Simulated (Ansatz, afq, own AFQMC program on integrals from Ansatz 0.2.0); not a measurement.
Two steps: Ansatz 0.2.0 writes the Fock matrix and Cholesky factors of the valence space, and afq projects on them the lowest state that overlaps trial and start.

```yaml
crystal:
  periodic: [false, false, false]
  atoms:
    - {symbol: Si, position_ang: [0.000000, 0.000000, 0.000000]}
    - {symbol: H, position_ang: [0.855850, 0.858745, 0.856831]}
    - {symbol: H, position_ang: [-0.859551, -0.854424, 0.857445]}
    - {symbol: H, position_ang: [-0.854730, 0.855535, -0.861149]}
    - {symbol: H, position_ang: [0.858431, -0.859856, -0.853127]}
basis:
  gaussian: {orbitals: 6-31G}
magnetization: {spin_polarized: false}
correlation: {method: ccsd_t, electrons: outside_noble_gas, hamiltonian_folder: ham}
```

```sh
$ ansatz run in.yaml --threads 1 --pin off --events-out ev --progress --plain --max-ram 16896MiB --backend cuda --devices 0, --max-vram 18GiB
```

afq runs on the folder ham with

```
--method phaseless --trial hf --walkers 4000 --populations 20 --least-time 40 --time-step 0.005 --steps-per-block 20 --equilibration-blocks 112 --max-blocks 4000 --target-error 0.0008500 --factor-cut 1e-05 --seed 3967 --taylor-order 6
```

Times are imaginary, in 1/Eh. The walk had a cap of 49 s. With eight or more populations the least sampling time is a fifth of least-time, and the error comes from their spread.

Output of the walk:

```
orbitals 16  electrons 4 4  factors 106 of 268
reference energy -291.17384956 Eh
CCSD correlation -0.08495407 Eh in 9 cycles, weight of the determinant in the CISD state 0.9416
energy of the start -291.173850 Eh
 block  time / (1/Eh)  mean weight  energy / Eh
     1     0.100  1.0002  -291.186685
     2     0.200  1.0006  -291.197195
     3     0.300  1.0005  -291.206124
     4     0.400  1.0006  -291.213344
     5     0.500  1.0004  -291.219836
    10     1.000  1.0003  -291.240303
    25     2.500  0.9999  -291.255455
    29     2.900  1.0000  -291.256017
    49     4.900  1.0000  -291.259960
    69     6.900  1.0002  -291.260092
    89     8.900  0.9999  -291.259157
   109    10.900  1.0000  -291.260900
   129    12.900  1.0000  -291.259937
   149    14.900  1.0000  -291.260978
   169    16.900  1.0000  -291.259883
   177    17.700  1.0000  -291.262995
   189    18.900  1.0001  -291.261540
error from the spread of 20 populations
energy -291.259884 +/- 0.000425 Eh
(rows thinned)
```

The run passed its tests (sampling time, drift between the halves within three errors, error under three times the target), which doesn't prove that it has relaxed.

Against this walk (error 11.6 meV) on the same determinant: CCSD(T) 6.6 meV higher (within the noise), CCSDT(Q) 2.3 meV lower (within the noise), CCSDTQ 2.5 meV lower (within the noise), full CI 2.5 meV lower (within the noise), a separate phaseless walk with a CISD trial and standard settings 2.5 ± 11.6 meV lower (within the noise). The error is statistical and leaves out the bias of the constraint.

Cautions: constraint bias not in the error.

The walk took 20 s on 1 × NVIDIA H100 80GB HBM3 with 2 threads of AMD EPYC 7R13 Processor (Zen 3) (shared host) (the card was shared). The log's last line is the phaseless energy.

CCSDT and higher add their correlation energy to the determinant of the CCSD(T) run, since their own runs factorise the integrals more tightly (a shift of under 2 meV). A walk keeps the symmetry of its determinant, which the program's search chose and which needn't be the lowest solution, so a lower state of the same spin and another symmetry isn't excluded.
